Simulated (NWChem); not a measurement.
## Correlation energy of B

```
B
```
Charge 0, spin multiplicity 2.

Everything below was run with NWChem.

Basis set: cc-pVTZ. Each correlation energy counts from its own Hartree-Fock reference.

The correlated methods keep 1 core orbital frozen. No SCF solution was tested for a lower state. Open-shell Hartree-Fock references start from PBE0 orbitals. No row is a measurement; the coupled-cluster row has its own basis-set and correlation limits.

### Question
Order these methods by the correlation energy they give, lowest first: URI-MP2, SCS-UMP2, CCSD on UHF, CCSD[T] on UHF.

### Answer
CCSD[T] on UHF (-66.1 mHa), CCSD on UHF (-64.7 mHa), SCS-UMP2 (-50.1 mHa), URI-MP2 (-44.1 mHa)
